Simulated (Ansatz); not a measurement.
Born–Oppenheimer molecular dynamics of CH3Mg (5 atoms, charge 0, multiplicity 2). It starts from a relaxed structure.

These are results of UKS CAM-B3LYP/6-31G (Ansatz 0.2.0), not measurements.

```yaml
ensemble: NVT, Nosé–Hoover chain
time_step: 0.25 fs
steps_asked: 166
set_temperature: 3000 K
thermostat: time constant 100 fs, chain length 3 (defaults)
temperature_schedule: 41 steps to 3000 K, then 125 steps to 10 K
seed: 851541
```

Frames 2.5 fs apart, positions in Å, forces in eV/Å.

Velocities at 0.0 fs (Å/ps):

```
C -1.69 -13.88 -0.80
Mg -1.50 4.76 4.58
H -17.57 58.89 -2.04
H 2.93 -51.75 -66.42
H 70.80 43.41 -32.43
```

```xyz
5
Properties=species:S:1:pos:R:3:forces:R:3 time_fs=0.0 energy_less_start_eV=0.000 T=3000
C 0.096 -0.158 -0.110 0.00 0.00 0.00
Mg -0.830 1.392 0.992 0.00 0.00 0.00
H 0.355 -0.992 0.553 0.00 0.00 0.00
H -0.582 -0.526 -0.889 0.00 0.00 0.00
H 1.012 0.211 -0.587 0.00 0.00 0.00
5
Properties=species:S:1:pos:R:3:forces:R:3 time_fs=2.5 energy_less_start_eV=0.726 T=1137
C 0.092 -0.189 -0.119 0.34 3.46 -5.60
Mg -0.834 1.403 1.003 0.05 -0.17 -0.31
H 0.325 -0.883 0.577 1.07 -2.79 2.19
H -0.553 -0.642 -1.027 1.45 1.00 2.18
H 1.145 0.298 -0.644 -2.91 -1.51 1.54
5
Properties=species:S:1:pos:R:3:forces:R:3 time_fs=5.0 energy_less_start_eV=0.451 T=1844
C 0.091 -0.206 -0.151 1.63 0.92 -1.50
Mg -0.838 1.415 1.014 0.10 -0.38 -0.50
H 0.345 -0.903 0.694 0.00 0.19 -1.08
H -0.448 -0.704 -1.047 0.73 0.71 1.75
H 1.118 0.303 -0.618 -2.46 -1.44 1.33
5
Properties=species:S:1:pos:R:3:forces:R:3 time_fs=7.5 energy_less_start_eV=0.537 T=1623
C 0.097 -0.216 -0.189 -0.33 -0.41 5.33
Mg -0.841 1.425 1.023 0.10 -0.61 -0.62
H 0.369 -0.925 0.761 -0.57 1.32 -2.44
H -0.308 -0.734 -0.979 -1.57 -1.41 -1.64
H 0.965 0.233 -0.520 2.37 1.10 -0.63
5
Properties=species:S:1:pos:R:3:forces:R:3 time_fs=10.0 energy_less_start_eV=0.544 T=1605
C 0.100 -0.230 -0.204 -2.44 -1.05 4.23
Mg -0.844 1.434 1.031 0.08 -0.70 -0.73
H 0.362 -0.877 0.695 -0.36 0.36 -0.97
H -0.245 -0.833 -0.987 -1.10 -0.72 -1.17
H 0.949 0.228 -0.456 3.83 2.10 -1.37
5
Properties=species:S:1:pos:R:3:forces:R:3 time_fs=12.5 energy_less_start_eV=0.772 T=1026
C 0.093 -0.246 -0.201 0.85 2.64 -3.71
Mg -0.847 1.442 1.037 0.11 -0.75 -0.83
H 0.341 -0.820 0.589 0.91 -2.48 3.14
H -0.245 -0.967 -1.056 0.35 1.87 1.36
H 1.120 0.324 -0.464 -2.21 -1.28 0.04
5
Properties=species:S:1:pos:R:3:forces:R:3 time_fs=15.0 energy_less_start_eV=0.911 T=669
C 0.090 -0.252 -0.211 2.26 1.15 -1.30
Mg -0.849 1.447 1.041 0.17 -0.86 -0.90
H 0.360 -0.880 0.626 0.23 -0.47 0.60
H -0.232 -1.001 -1.058 0.40 2.05 1.32
H 1.187 0.359 -0.476 -3.07 -1.86 0.28
5
Properties=species:S:1:pos:R:3:forces:R:3 time_fs=17.5 energy_less_start_eV=0.620 T=1422
C 0.098 -0.252 -0.227 2.40 0.39 3.85
Mg -0.852 1.450 1.043 0.20 -0.95 -0.87
H 0.394 -0.973 0.707 -0.61 1.56 -1.92
H -0.200 -0.924 -0.992 -0.75 -0.18 -1.04
H 1.082 0.288 -0.474 -1.23 -0.81 -0.02
5
Properties=species:S:1:pos:R:3:forces:R:3 time_fs=20.0 energy_less_start_eV=0.936 T=618
C 0.115 -0.250 -0.225 -3.50 -2.29 6.38
Mg -0.853 1.451 1.042 0.20 -0.91 -0.81
H 0.396 -0.983 0.685 -0.60 1.47 -1.79
H -0.213 -0.855 -0.984 -1.62 -1.28 -2.03
H 0.936 0.189 -0.481 5.53 3.01 -1.75
5
Properties=species:S:1:pos:R:3:forces:R:3 time_fs=22.5 energy_less_start_eV=0.342 T=2148
C 0.120 -0.257 -0.196 -0.88 1.16 -1.91
Mg -0.855 1.450 1.040 0.23 -0.82 -0.78
H 0.367 -0.919 0.572 0.52 -1.40 1.46
H -0.309 -0.843 -1.072 -0.03 0.96 1.18
H 1.031 0.219 -0.569 0.16 0.11 0.05
5
Properties=species:S:1:pos:R:3:forces:R:3 time_fs=25.0 energy_less_start_eV=0.820 T=930
C 0.118 -0.258 -0.174 0.59 3.49 -5.15
Mg -0.855 1.447 1.036 0.32 -0.79 -0.74
H 0.368 -0.935 0.538 1.04 -2.45 2.26
H -0.411 -0.784 -1.104 0.87 1.28 2.15
H 1.165 0.272 -0.661 -2.82 -1.52 1.48
5
Properties=species:S:1:pos:R:3:forces:R:3 time_fs=27.5 energy_less_start_eV=0.489 T=1790
C 0.120 -0.244 -0.174 2.46 0.52 0.28
Mg -0.855 1.441 1.030 0.39 -0.77 -0.62
H 0.420 -1.068 0.614 -0.50 1.47 -1.70
H -0.470 -0.656 -1.018 0.15 0.10 0.61
H 1.144 0.241 -0.672 -2.50 -1.32 1.42
```

Of the whole run (42 fs, mean temperature of the second half 1629 K): The conserved energy stayed within 0.84 meV per atom of its start (net change 0.43 meV per atom), so the integration is sound. The schedule's set-point averaged 1003 K over the second half and the system 1629 K, so it lags behind the ramp. A run of 0.042 ps of so small a system gives no equilibrium averages. Limits of this set-up: no polarisation functions.

Time of the run: 4.1 min on 1 thread of Arm Neoverse V1, with other jobs on the host, peak memory 0.17 GiB.
